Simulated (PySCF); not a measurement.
## Atomic charges by several schemes

Compound: C3H4Cl2O.
Geometry (PBE0-D3(BJ)/def2-SVP, Å), atoms numbered from 1 in this order:
```xyz
10
C3H4Cl2O angstrom
Cl    -1.7408   -1.6180    0.0212
C     -1.1189    0.0497   -0.0418
Cl    -1.1143    0.6821   -1.6953
C      0.2486    0.0692    0.5996
C      1.4909   -0.0263   -0.1589
O      1.0415    1.2001    0.3881
H     -1.8218    0.6722    0.5261
H      0.2188   -0.3156    1.6293
H      2.3719   -0.4686    0.3216
H      1.4463   -0.0977   -1.2513
```

Density: PBE0/pcSseg-1 (PySCF); schemes: Mulliken, IAO, Hirshfeld and ESP-fitted. Geometry: PBE0-D3(BJ)/def2-SVP, one conformer, isolated molecule.

Task: At which atom do the 4 schemes differ most?

Result: At C2: from -0.516 (ESP-fitted) to +0.033 e (Hirshfeld), 0.549 e apart.

Task: For which atoms does the sign change between the 4 schemes (beyond +0.03 e in one, beyond −0.03 e in another)?

Result: C2 and C5. Atomic charges aren't observables, and each scheme defines them in its own way.

Task: What partial charge does each atom carry?

Result: In e:

| atom | environment | Mulliken | IAO | Hirshfeld | ESP-fitted |
| --- | --- | --- | --- | --- | --- |
| Cl1 | alkyl chlorine | -0.062 | -0.071 | -0.049 | -0.025 |
| C2 | CHCl2 carbon | -0.181 | -0.111 | +0.033 | -0.516 |
| Cl3 | alkyl chlorine | -0.054 | -0.052 | -0.026 | +0.010 |
| C4 | sp3 carbon bound to oxygen | +0.002 | +0.053 | +0.005 | +0.196 |
| C5 | sp3 carbon bound to oxygen | +0.042 | -0.081 | -0.017 | -0.148 |
| O6 | epoxide oxygen | -0.393 | -0.386 | -0.157 | -0.263 |
| H7 | methine hydrogen | +0.212 | +0.188 | +0.056 | +0.335 |
| H8 | methine hydrogen | +0.147 | +0.153 | +0.052 | +0.112 |
| H9 | methylene hydrogen | +0.140 | +0.151 | +0.060 | +0.130 |
| H10 | methylene hydrogen | +0.148 | +0.155 | +0.043 | +0.169 |

Mean size of the charges over all atoms: ESP-fitted 0.190 e, IAO 0.140 e, Mulliken 0.138 e, Hirshfeld 0.050 e. Each set sums to the total charge, 0, to within 0.001 e. The IAO scheme counts the electrons in orthogonalised intrinsic atomic orbitals, a minimal basis polarised so that it spans the occupied orbitals exactly.

Task: Sum the charges by element, for elements with more than one atom.

Result: 
```tsv
element	atoms	Mulliken	IAO	Hirshfeld	ESP-fitted
Cl	2	-0.116	-0.122	-0.075	-0.015
C	3	-0.138	-0.139	+0.021	-0.468
H	4	+0.647	+0.648	+0.211	+0.745
```

Task: How closely do the schemes follow one another over all atoms?

Result: Correlation coefficient and root-mean-square difference: Mulliken with IAO 0.96, 0.048 e; IAO with Hirshfeld 0.91, 0.114 e; Mulliken with Hirshfeld 0.85, 0.125 e; Mulliken with ESP-fitted 0.78, 0.150 e; IAO with ESP-fitted 0.77, 0.153 e; Hirshfeld with ESP-fitted 0.45, 0.217 e.

The run behind these numbers computed NMR shieldings as well. Time: 18 s. Hardware: one thread, x86-64 server, on a shared host.
